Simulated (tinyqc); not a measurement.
UKS/exchange-only LDA in the sto-3g basis, for H2O, spin multiplicity 3, step by step (part 1 of 2). Computed by tinyqc, a small Python program that keeps every step (integrals from PySCF). Settings: charge = 0, multiplicity = 3, basis = sto-3g, energy threshold = 1e-09, iteration cap = 85, orthogonalisation = canonical, start = atomic densities, DIIS depth = 0, method = UKS, functional = Slater exchange alone, grid = [40, 50]. Command: `OMP_NUM_THREADS=1 python tinyqc.py 28669 28670 out.jsonl` (the two numbers bound the seeds that draw the settings). One thread of a shared host (Intel(R) Xeon(R) Processor @ 2.60GHz), about 2 s of CPU time with the checks. Later iterations appear only in the table of the cycle.

## One-electron integrals

Geometry (angstrom):
```
atom        x         y        z
O     0.00000   0.00000  0.00000
H     0.00000   0.85400  0.81500
H     0.00000  -0.85400  0.81500
```

Basis sto-3g: exponents (1/bohr^2) and contraction coefficients of normalised primitives:
```
element  l (shell)   exponent  coefficient
O            s (1)  130.70932      0.15433
O            s (1)   23.80886      0.53533
O            s (1)    6.44361      0.44463
O            s (2)    5.03315     -0.09997
O            s (2)    1.16960      0.39951
O            s (2)    0.38039      0.70012
O            p (3)    5.03315      0.15592
O            p (3)    1.16960      0.60768
O            p (3)    0.38039      0.39196
H            s (1)    3.42525      0.15433
H            s (1)    0.62391      0.53533
H            s (1)    0.16886      0.44463
```

Overlap, kinetic and nuclear-attraction integrals over the contracted functions; the nuclear repulsion is the sum of Za Zb / Rab.

nuclear repulsion = 7.4821689 hartree

overlap S, order 1O 1s, 1O 2s, 1O 2px, 1O 2py, 1O 2pz, 2H 1s, 3H 1s:
$$\begin{pmatrix}
1.00000 & 0.23670 & 0.00000 & 0.00000 & 0.00000 & 0.03174 & 0.03174 \\
0.23670 & 1.00000 & 0.00000 & 0.00000 & 0.00000 & 0.34104 & 0.34104 \\
0.00000 & 0.00000 & 1.00000 & 0.00000 & 0.00000 & 0.00000 & 0.00000 \\
0.00000 & 0.00000 & 0.00000 & 1.00000 & 0.00000 & 0.22409 & -0.22409 \\
0.00000 & 0.00000 & 0.00000 & 0.00000 & 1.00000 & 0.21386 & 0.21386 \\
0.03174 & 0.34104 & 0.00000 & 0.22409 & 0.21386 & 1.00000 & 0.18899 \\
0.03174 & 0.34104 & 0.00000 & -0.22409 & 0.21386 & 0.18899 & 1.00000
\end{pmatrix}$$

kinetic energy T (hartree), order 1O 1s, 1O 2s, 1O 2px, 1O 2py, 1O 2pz, 2H 1s, 3H 1s:
$$\begin{pmatrix}
29.00320 & -0.16801 & 0.00000 & 0.00000 & 0.00000 & -0.00891 & -0.00891 \\
-0.16801 & 0.80813 & 0.00000 & 0.00000 & 0.00000 & 0.04617 & 0.04617 \\
0.00000 & 0.00000 & 2.52873 & 0.00000 & 0.00000 & 0.00000 & 0.00000 \\
0.00000 & 0.00000 & 0.00000 & 2.52873 & 0.00000 & 0.10326 & -0.10326 \\
0.00000 & 0.00000 & 0.00000 & 0.00000 & 2.52873 & 0.09855 & 0.09855 \\
-0.00891 & 0.04617 & 0.00000 & 0.10326 & 0.09855 & 0.76003 & -0.00298 \\
-0.00891 & 0.04617 & 0.00000 & -0.10326 & 0.09855 & -0.00298 & 0.76003
\end{pmatrix}$$

nuclear attraction V (hartree), order 1O 1s, 1O 2s, 1O 2px, 1O 2py, 1O 2pz, 2H 1s, 3H 1s:
$$\begin{pmatrix}
-61.51500 & -7.39529 & 0.00000 & 0.00000 & -0.01409 & -1.01433 & -1.01433 \\
-7.39529 & -9.94582 & 0.00000 & 0.00000 & -0.17434 & -2.56166 & -2.56166 \\
0.00000 & 0.00000 & -9.82268 & 0.00000 & 0.00000 & 0.00000 & 0.00000 \\
0.00000 & 0.00000 & 0.00000 & -9.90126 & 0.00000 & -1.46983 & 1.46983 \\
-0.01409 & -0.17434 & 0.00000 & 0.00000 & -9.89425 & -1.45060 & -1.45060 \\
-1.01433 & -2.56166 & 0.00000 & -1.46983 & -1.45060 & -5.06807 & -1.03567 \\
-1.01433 & -2.56166 & 0.00000 & 1.46983 & -1.45060 & -1.03567 & -5.06807
\end{pmatrix}$$

core Hamiltonian H = T + V (hartree), order 1O 1s, 1O 2s, 1O 2px, 1O 2py, 1O 2pz, 2H 1s, 3H 1s:
$$\begin{pmatrix}
-32.51180 & -7.56331 & 0.00000 & 0.00000 & -0.01409 & -1.02324 & -1.02324 \\
-7.56331 & -9.13769 & 0.00000 & 0.00000 & -0.17434 & -2.51550 & -2.51550 \\
0.00000 & 0.00000 & -7.29394 & 0.00000 & 0.00000 & 0.00000 & 0.00000 \\
0.00000 & 0.00000 & 0.00000 & -7.37253 & 0.00000 & -1.36657 & 1.36657 \\
-0.01409 & -0.17434 & 0.00000 & 0.00000 & -7.36552 & -1.35205 & -1.35205 \\
-1.02324 & -2.51550 & 0.00000 & -1.36657 & -1.35205 & -4.30803 & -1.03864 \\
-1.02324 & -2.51550 & 0.00000 & 1.36657 & -1.35205 & -1.03864 & -4.30803
\end{pmatrix}$$

## Two-electron integrals

Functions are numbered as in S; the eight-fold symmetry (ij|kl) = (ji|kl) = (kl|ij) leaves the list below.

Two-electron integrals (ij|kl) in chemists' order, unique and non-zero (hartree):
```
(11|11) 4.78507    (21|11) 0.74138    (21|21) 0.13687    (22|11) 1.11895
(22|21) 0.25663    (22|22) 0.81721    (31|31) 0.02448    (32|31) 0.03781
(32|32) 0.18052    (33|11) 1.11581    (33|21) 0.25668    (33|22) 0.81702
(33|33) 0.88016    (41|41) 0.02448    (42|41) 0.03781    (42|42) 0.18052
(43|43) 0.04744    (44|11) 1.11581    (44|21) 0.25668    (44|22) 0.81702
(44|33) 0.78527    (44|44) 0.88016    (51|51) 0.02448    (52|51) 0.03781
(52|52) 0.18052    (53|53) 0.04744    (54|54) 0.04744    (55|11) 1.11581
(55|21) 0.25668    (55|22) 0.81702    (55|33) 0.78527    (55|44) 0.78527
(55|55) 0.88016    (61|11) 0.10053    (61|21) 0.01842    (61|22) 0.03439
(61|33) 0.03432    (61|41) 0.00060    (61|42) 0.00114    (61|44) 0.03443
(61|51) 0.00058    (61|52) 0.00109    (61|54) 0.00010    (61|55) 0.03442
(61|61) 0.00251    (62|11) 0.27018    (62|21) 0.06286    (62|22) 0.22480
(62|33) 0.22081    (62|41) 0.00341    (62|42) 0.02721    (62|44) 0.22697
(62|51) 0.00325    (62|52) 0.02597    (62|54) 0.00588    (62|55) 0.22642
(62|61) 0.00864    (62|62) 0.07974    (63|31) 0.00626    (63|32) 0.03757
(63|43) 0.00550    (63|53) 0.00525    (63|63) 0.01077    (64|11) 0.14868
(64|21) 0.03501    (64|22) 0.13369    (64|33) 0.12778    (64|41) 0.00791
(64|42) 0.05270    (64|44) 0.14222    (64|51) 0.00157    (64|52) 0.01444
(64|54) 0.00853    (64|55) 0.13092    (64|61) 0.00500    (64|62) 0.05767
(64|64) 0.05202    (65|11) 0.14189    (65|21) 0.03341    (65|22) 0.12759
(65|33) 0.12195    (65|41) 0.00157    (65|42) 0.01444    (65|44) 0.12524
(65|51) 0.00776    (65|52) 0.05135    (65|54) 0.00864    (65|55) 0.13543
(65|61) 0.00477    (65|62) 0.05504    (65|64) 0.03936    (65|65) 0.04834
(66|11) 0.44126    (66|21) 0.10429    (66|22) 0.42978    (66|33) 0.41344
(66|41) 0.00667    (66|42) 0.07521    (66|44) 0.43883    (66|51) 0.00637
(66|52) 0.07178    (66|54) 0.02423    (66|55) 0.43656    (66|61) 0.01443
(66|62) 0.20102    (66|64) 0.16599    (66|65) 0.15841    (66|66) 0.77461
(71|11) 0.10053    (71|21) 0.01842    (71|22) 0.03439    (71|33) 0.03432
(71|41) -0.00060   (71|42) -0.00114   (71|44) 0.03443    (71|51) 0.00058
(71|52) 0.00109    (71|54) -0.00010   (71|55) 0.03442    (71|61) 0.00248
(71|62) 0.00841    (71|64) 0.00449    (71|65) 0.00465    (71|66) 0.01396
(71|71) 0.00251    (72|11) 0.27018    (72|21) 0.06286    (72|22) 0.22480
(72|33) 0.22081    (72|41) -0.00341   (72|42) -0.02721   (72|44) 0.22697
(72|51) 0.00325    (72|52) 0.02597    (72|54) -0.00588   (72|55) 0.22642
(72|61) 0.00841    (72|62) 0.06469    (72|64) 0.03243    (72|65) 0.04348
(72|66) 0.13303    (72|71) 0.00864    (72|72) 0.07974    (73|31) 0.00626
(73|32) 0.03757    (73|43) -0.00550   (73|53) 0.00525    (73|63) 0.00846
(73|73) 0.01077    (74|11) -0.14868   (74|21) -0.03501   (74|22) -0.13369
(74|33) -0.12778   (74|41) 0.00791    (74|42) 0.05270    (74|44) -0.14222
(74|51) -0.00157   (74|52) -0.01444   (74|54) 0.00853    (74|55) -0.13092
(74|61) -0.00449   (74|62) -0.03243   (74|64) -0.00819   (74|65) -0.02138
(74|66) -0.06077   (74|71) -0.00500   (74|72) -0.05767   (74|74) 0.05202
(75|11) 0.14189    (75|21) 0.03341    (75|22) 0.12759    (75|33) 0.12195
(75|41) -0.00157   (75|42) -0.01444   (75|44) 0.12524    (75|51) 0.00776
(75|52) 0.05135    (75|54) -0.00864   (75|55) 0.13543    (75|61) 0.00465
(75|62) 0.04348    (75|64) 0.02138    (75|65) 0.03727    (75|66) 0.09763
(75|71) 0.00477    (75|72) 0.05504    (75|74) -0.03936   (75|75) 0.04834
(76|11) 0.10072    (76|21) 0.02369    (76|22) 0.09351    (76|33) 0.09104
(76|44) 0.09253    (76|51) 0.00180    (76|52) 0.01785    (76|55) 0.09686
(76|61) 0.00323    (76|62) 0.03439    (76|64) 0.02162    (76|65) 0.02670
(76|66) 0.09565    (76|71) 0.00323    (76|72) 0.03439    (76|74) -0.02162
(76|75) 0.02670    (76|76) 0.01941    (77|11) 0.44126    (77|21) 0.10429
(77|22) 0.42978    (77|33) 0.41344    (77|41) -0.00667   (77|42) -0.07521
(77|44) 0.43883    (77|51) 0.00637    (77|52) 0.07178    (77|54) -0.02423
(77|55) 0.43656    (77|61) 0.01396    (77|62) 0.13303    (77|64) 0.06077
(77|65) 0.09763    (77|66) 0.30682    (77|71) 0.01443    (77|72) 0.20102
(77|74) -0.16599   (77|75) 0.15841    (77|76) 0.09565    (77|77) 0.77461
```

## Orthogonalisation

S = U s U^T; canonical form X = U s^(-1/2), so that X^T S X = 1. Each column of U has its largest component positive (the first on a tie).

eigenvalues of S: [0.48420, 0.57481, 0.87851, 1.00000, 1.11497, 1.23621, 1.71130]

X, order 1O 1s, 1O 2s, 1O 2px, 1O 2py, 1O 2pz, 2H 1s, 3H 1s:
$$\begin{pmatrix}
-0.37101 & 0.00000 & 0.71416 & 0.00000 & 0.62096 & 0.00000 & 0.17988 \\
0.97084 & 0.00000 & -0.31514 & 0.00000 & 0.34387 & 0.00000 & 0.43548 \\
0.00000 & 0.00000 & 0.00000 & 1.00000 & 0.00000 & 0.00000 & 0.00000 \\
0.00000 & 0.78823 & 0.00000 & 0.00000 & 0.00000 & 0.72113 & 0.00000 \\
0.50202 & 0.00000 & 0.67488 & 0.00000 & -0.58602 & 0.00000 & 0.23554 \\
-0.60541 & -0.74780 & -0.19170 & 0.00000 & -0.15753 & 0.38006 & 0.39171 \\
-0.60541 & 0.74780 & -0.19170 & 0.00000 & -0.15753 & -0.38006 & 0.39171
\end{pmatrix}$$

## Starting guess

The start is atomic minimal-basis densities projected into this basis (PySCF's MINAO start) and scaled to the electron count of each spin; this density is not idempotent, so its energy is not variational and may lie below the converged one.

D(alpha) at the start, order 1O 1s, 1O 2s, 1O 2px, 1O 2py, 1O 2pz, 2H 1s, 3H 1s:
$$\begin{pmatrix}
1.28630 & -0.29623 & 0.00000 & 0.00000 & 0.00897 & -0.00914 & -0.00914 \\
-0.29623 & 1.25830 & 0.00000 & 0.00000 & -0.04499 & 0.03263 & 0.03263 \\
0.00000 & 0.00000 & 0.78477 & 0.00000 & 0.00000 & 0.00000 & 0.00000 \\
0.00000 & 0.00000 & 0.00000 & 0.72627 & 0.00000 & 0.06662 & -0.06662 \\
0.00897 & -0.04499 & 0.00000 & 0.00000 & 0.74069 & 0.04467 & 0.04467 \\
-0.00914 & 0.03263 & 0.00000 & 0.06662 & 0.04467 & 0.59411 & 0.03812 \\
-0.00914 & 0.03263 & 0.00000 & -0.06662 & 0.04467 & 0.03812 & 0.59411
\end{pmatrix}$$

D(beta) at the start, order 1O 1s, 1O 2s, 1O 2px, 1O 2py, 1O 2pz, 2H 1s, 3H 1s:
$$\begin{pmatrix}
0.85753 & -0.19749 & 0.00000 & 0.00000 & 0.00598 & -0.00609 & -0.00609 \\
-0.19749 & 0.83886 & 0.00000 & 0.00000 & -0.02999 & 0.02175 & 0.02175 \\
0.00000 & 0.00000 & 0.52318 & 0.00000 & 0.00000 & 0.00000 & 0.00000 \\
0.00000 & 0.00000 & 0.00000 & 0.48418 & 0.00000 & 0.04442 & -0.04442 \\
0.00598 & -0.02999 & 0.00000 & 0.00000 & 0.49380 & 0.02978 & 0.02978 \\
-0.00609 & 0.02175 & 0.00000 & 0.04442 & 0.02978 & 0.39607 & 0.02541 \\
-0.00609 & 0.02175 & 0.00000 & -0.04442 & 0.02978 & 0.02541 & 0.39607
\end{pmatrix}$$

## Iteration 1: exchange-correlation on the grid

Becke grid with 40 radial and 50 angular points per atom, points of zero weight dropped. rho = sum D_ij phi_i phi_j; V_xc,ij = sum w v_xc phi_i phi_j; v_xc is d(rho eps)/d rho(s) for spin s.

The 12 grid points with the largest w rho, of 5946 (bohr, atomic units):
```
x                y         z        w  rho(alpha)  rho(beta)    eps_xc  v_xc(alpha)
0.79860    0.00000  -0.79860  0.05986     0.18074    0.12049  -0.49951     -0.70149
-0.79860   0.00000  -0.79860  0.05986     0.18074    0.12049  -0.49951     -0.70149
0.79860    0.00000   0.79860  0.05894     0.18119    0.12080  -0.49993     -0.70207
-0.79860   0.00000   0.79860  0.05894     0.18119    0.12080  -0.49993     -0.70207
-0.68759   0.00000  -0.68759  0.03990     0.26705    0.17803  -0.56893     -0.79897
0.68759    0.00000  -0.68759  0.03990     0.26705    0.17803  -0.56893     -0.79897
-0.79860  -0.79860   0.00000  0.05889     0.18076    0.12051  -0.49953     -0.70151
0.79860   -0.79860   0.00000  0.05889     0.18076    0.12051  -0.49953     -0.70151
0.79860    0.79860   0.00000  0.05889     0.18076    0.12051  -0.49953     -0.70151
-0.79860   0.79860   0.00000  0.05889     0.18076    0.12051  -0.49953     -0.70151
0.00000    0.79860  -0.79860  0.05984     0.17747    0.11832  -0.49648     -0.69724
0.00000   -0.79860  -0.79860  0.05984     0.17747    0.11832  -0.49648     -0.69724
```

electrons on the grid, sum of w rho = 10.00107

E_xc = sum of w rho eps_xc = -8.1234743 hartree

V_xc(alpha) (hartree), order 1O 1s, 1O 2s, 1O 2px, 1O 2py, 1O 2pz, 2H 1s, 3H 1s:
$$\begin{pmatrix}
-2.99913 & -0.41886 & 0.00000 & 0.00000 & 0.00028 & -0.05719 & -0.05719 \\
-0.41886 & -0.75464 & 0.00000 & 0.00000 & -0.01077 & -0.20076 & -0.20076 \\
0.00000 & 0.00000 & -0.74425 & 0.00000 & 0.00000 & 0.00000 & 0.00000 \\
0.00000 & 0.00000 & 0.00000 & -0.75294 & 0.00000 & -0.11991 & 0.11991 \\
0.00028 & -0.01077 & 0.00000 & 0.00000 & -0.75191 & -0.11875 & -0.11875 \\
-0.05719 & -0.20076 & 0.00000 & -0.11991 & -0.11875 & -0.43381 & -0.07999 \\
-0.05719 & -0.20076 & 0.00000 & 0.11991 & -0.11875 & -0.07999 & -0.43381
\end{pmatrix}$$

V_xc(beta) (hartree), order 1O 1s, 1O 2s, 1O 2px, 1O 2py, 1O 2pz, 2H 1s, 3H 1s:
$$\begin{pmatrix}
-2.61999 & -0.36590 & 0.00000 & 0.00000 & 0.00024 & -0.04996 & -0.04996 \\
-0.36590 & -0.65924 & 0.00000 & 0.00000 & -0.00941 & -0.17538 & -0.17538 \\
0.00000 & 0.00000 & -0.65016 & 0.00000 & 0.00000 & 0.00000 & 0.00000 \\
0.00000 & 0.00000 & 0.00000 & -0.65776 & 0.00000 & -0.10475 & 0.10475 \\
0.00024 & -0.00941 & 0.00000 & 0.00000 & -0.65686 & -0.10374 & -0.10374 \\
-0.04996 & -0.17538 & 0.00000 & -0.10475 & -0.10374 & -0.37897 & -0.06988 \\
-0.04996 & -0.17538 & 0.00000 & 0.10475 & -0.10374 & -0.06988 & -0.37897
\end{pmatrix}$$

## Iteration 1: building the Kohn-Sham matrix

J_ij = sum D_kl (ij|kl) with D = D(alpha) + D(beta); F = H + J + V_xc; E = tr D H + tr D J / 2 + E_xc + E_nn.

Coulomb J (hartree), order 1O 1s, 1O 2s, 1O 2px, 1O 2py, 1O 2pz, 2H 1s, 3H 1s:
$$\begin{pmatrix}
17.10805 & 3.20335 & 0.00000 & 0.00000 & 0.01159 & 0.43206 & 0.43206 \\
3.20335 & 7.93263 & 0.00000 & 0.00000 & 0.14576 & 2.21286 & 2.21286 \\
0.00000 & 0.00000 & 7.89258 & 0.00000 & 0.00000 & 0.00000 & 0.00000 \\
0.00000 & 0.00000 & 0.00000 & 7.94252 & 0.00000 & 1.32255 & -1.32255 \\
0.01159 & 0.14576 & 0.00000 & 0.00000 & 7.93876 & 1.30317 & 1.30317 \\
0.43206 & 2.21286 & 0.00000 & 1.32255 & 1.30317 & 4.55156 & 0.95339 \\
0.43206 & 2.21286 & 0.00000 & -1.32255 & 1.30317 & 0.95339 & 4.55156
\end{pmatrix}$$

F(alpha) (hartree), order 1O 1s, 1O 2s, 1O 2px, 1O 2py, 1O 2pz, 2H 1s, 3H 1s:
$$\begin{pmatrix}
-18.40288 & -4.77882 & 0.00000 & 0.00000 & -0.00223 & -0.64836 & -0.64836 \\
-4.77882 & -1.95971 & 0.00000 & 0.00000 & -0.03935 & -0.50340 & -0.50340 \\
0.00000 & 0.00000 & -0.14562 & 0.00000 & 0.00000 & 0.00000 & 0.00000 \\
0.00000 & 0.00000 & 0.00000 & -0.18295 & 0.00000 & -0.16393 & 0.16393 \\
-0.00223 & -0.03935 & 0.00000 & 0.00000 & -0.17867 & -0.16764 & -0.16764 \\
-0.64836 & -0.50340 & 0.00000 & -0.16393 & -0.16764 & -0.19029 & -0.16525 \\
-0.64836 & -0.50340 & 0.00000 & 0.16393 & -0.16764 & -0.16525 & -0.19029
\end{pmatrix}$$

F(beta) (hartree), order 1O 1s, 1O 2s, 1O 2px, 1O 2py, 1O 2pz, 2H 1s, 3H 1s:
$$\begin{pmatrix}
-18.02373 & -4.72586 & 0.00000 & 0.00000 & -0.00226 & -0.64113 & -0.64113 \\
-4.72586 & -1.86430 & 0.00000 & 0.00000 & -0.03799 & -0.47802 & -0.47802 \\
0.00000 & 0.00000 & -0.05153 & 0.00000 & 0.00000 & 0.00000 & 0.00000 \\
0.00000 & 0.00000 & 0.00000 & -0.08777 & 0.00000 & -0.14877 & 0.14877 \\
-0.00226 & -0.03799 & 0.00000 & 0.00000 & -0.08361 & -0.15262 & -0.15262 \\
-0.64113 & -0.47802 & 0.00000 & -0.14877 & -0.15262 & -0.13545 & -0.15513 \\
-0.64113 & -0.47802 & 0.00000 & 0.14877 & -0.15262 & -0.15513 & -0.13545
\end{pmatrix}$$

total energy of this density = -74.5096297 hartree

This density is the starting one; it is not idempotent, so its energy is not variational and may lie below the converged one.

## Iteration 1: diagonalisation and new density

Diagonalise F' = X^T F X, C = X C', fill 6 alpha and 4 beta electrons from the bottom; D(s) = C_occ C_occ^T. Each column has its largest component positive (the first on a tie).

F' = X^T F X (alpha) (hartree):
$$\begin{pmatrix}
-0.47606 & 0.00000 & 2.07370 & 0.00000 & 1.99627 & 0.00000 & 0.66119 \\
0.00000 & 0.24483 & 0.00000 & 0.00000 & 0.00000 & -0.01117 & 0.00000 \\
2.07370 & 0.00000 & -7.20218 & 0.00000 & -7.83960 & 0.00000 & -3.47789 \\
0.00000 & 0.00000 & 0.00000 & -0.14562 & 0.00000 & 0.00000 & 0.00000 \\
1.99627 & 0.00000 & -7.83960 & 0.00000 & -9.12914 & 0.00000 & -4.11733 \\
0.00000 & -0.01117 & 0.00000 & 0.00000 & 0.00000 & -0.28209 & 0.00000 \\
0.66119 & 0.00000 & -3.47789 & 0.00000 & -4.11733 & 0.00000 & -2.43111
\end{pmatrix}$$

orbital energies (alpha) (hartree): MO1 -18.41450, MO2 -0.78237, MO3 -0.28233, MO4 -0.24771, MO5 -0.14562, MO6 0.20608, MO7 0.24506

coefficients C (alpha), order 1O 1s, 1O 2s, 1O 2px, 1O 2py, 1O 2pz, 2H 1s, 3H 1s:
$$\begin{pmatrix}
0.99313 & -0.25112 & 0.00000 & 0.07574 & 0.00000 & -0.10251 & 0.00000 \\
0.02905 & 0.93294 & 0.00000 & -0.37255 & 0.00000 & 0.58286 & 0.00000 \\
0.00000 & 0.00000 & 0.00000 & 0.00000 & 1.00000 & 0.00000 & 0.00000 \\
0.00000 & 0.00000 & 0.73767 & 0.00000 & 0.00000 & 0.00000 & 0.77277 \\
0.00236 & 0.06001 & 0.00000 & 0.77953 & 0.00000 & 0.70364 & 0.00000 \\
-0.00526 & 0.11163 & 0.36413 & 0.29791 & 0.00000 & -0.69302 & -0.75569 \\
-0.00526 & 0.11163 & -0.36413 & 0.29791 & 0.00000 & -0.69302 & 0.75569
\end{pmatrix}$$

F' = X^T F X (beta) (hartree):
$$\begin{pmatrix}
-0.37061 & 0.00000 & 2.01476 & 0.00000 & 1.93516 & 0.00000 & 0.66183 \\
0.00000 & 0.31825 & 0.00000 & 0.00000 & 0.00000 & 0.01024 & 0.00000 \\
2.01476 & 0.00000 & -6.98131 & 0.00000 & -7.71626 & 0.00000 & -3.42354 \\
0.00000 & 0.00000 & 0.00000 & -0.05153 & 0.00000 & 0.00000 & 0.00000 \\
1.93516 & 0.00000 & -7.71626 & 0.00000 & -8.91649 & 0.00000 & -4.06602 \\
0.00000 & 0.01024 & 0.00000 & 0.00000 & 0.00000 & -0.20305 & 0.00000 \\
0.66183 & 0.00000 & -3.42354 & 0.00000 & -4.06602 & 0.00000 & -2.34207
\end{pmatrix}$$

orbital energies (beta) (hartree): MO1 -18.03769, MO2 -0.68830, MO3 -0.20325, MO4 -0.16397, MO5 -0.05153, MO6 0.27948, MO7 0.31845

coefficients C (beta), order 1O 1s, 1O 2s, 1O 2px, 1O 2py, 1O 2pz, 2H 1s, 3H 1s:
$$\begin{pmatrix}
0.99237 & -0.25034 & 0.00000 & 0.08439 & 0.00000 & -0.10499 & 0.00000 \\
0.03211 & 0.91601 & 0.00000 & -0.40934 & 0.00000 & 0.58488 & 0.00000 \\
0.00000 & 0.00000 & 0.00000 & 0.00000 & 1.00000 & 0.00000 & 0.00000 \\
0.00000 & 0.00000 & 0.70552 & 0.00000 & 0.00000 & 0.00000 & 0.80224 \\
0.00261 & 0.05893 & 0.00000 & 0.75125 & 0.00000 & 0.73385 & 0.00000 \\
-0.00585 & 0.12910 & 0.39467 & 0.32210 & 0.00000 & -0.67902 & -0.74019 \\
-0.00585 & 0.12910 & -0.39467 & 0.32210 & 0.00000 & -0.67902 & 0.74019
\end{pmatrix}$$

D(alpha) after iteration 1, order 1O 1s, 1O 2s, 1O 2px, 1O 2py, 1O 2pz, 2H 1s, 3H 1s:
$$\begin{pmatrix}
1.06562 & -0.29340 & 0.00000 & 0.00000 & -0.02581 & 0.06035 & 0.06035 \\
-0.29340 & 1.34974 & 0.00000 & 0.00000 & 0.17576 & -0.41093 & -0.41093 \\
0.00000 & 0.00000 & 1.00000 & 0.00000 & 0.00000 & 0.00000 & 0.00000 \\
0.00000 & 0.00000 & 0.00000 & 0.54416 & 0.00000 & 0.26861 & -0.26861 \\
-0.02581 & 0.17576 & 0.00000 & 0.00000 & 1.10638 & -0.24873 & -0.24873 \\
0.06035 & -0.41093 & 0.00000 & 0.26861 & -0.24873 & 0.71411 & 0.44893 \\
0.06035 & -0.41093 & 0.00000 & -0.26861 & -0.24873 & 0.44893 & 0.71411
\end{pmatrix}$$

D(beta) after iteration 1, order 1O 1s, 1O 2s, 1O 2px, 1O 2py, 1O 2pz, 2H 1s, 3H 1s:
$$\begin{pmatrix}
1.05459 & -0.23199 & 0.00000 & 0.00000 & 0.05123 & -0.01094 & -0.01094 \\
-0.23199 & 1.00766 & 0.00000 & 0.00000 & -0.25345 & -0.01379 & -0.01379 \\
0.00000 & 0.00000 & 0.00000 & 0.00000 & 0.00000 & 0.00000 & 0.00000 \\
0.00000 & 0.00000 & 0.00000 & 0.49776 & 0.00000 & 0.27845 & -0.27845 \\
0.05123 & -0.25345 & 0.00000 & 0.00000 & 0.56785 & 0.24957 & 0.24957 \\
-0.01094 & -0.01379 & 0.00000 & 0.27845 & 0.24957 & 0.27621 & -0.03531 \\
-0.01094 & -0.01379 & 0.00000 & -0.27845 & 0.24957 & -0.03531 & 0.27621
\end{pmatrix}$$
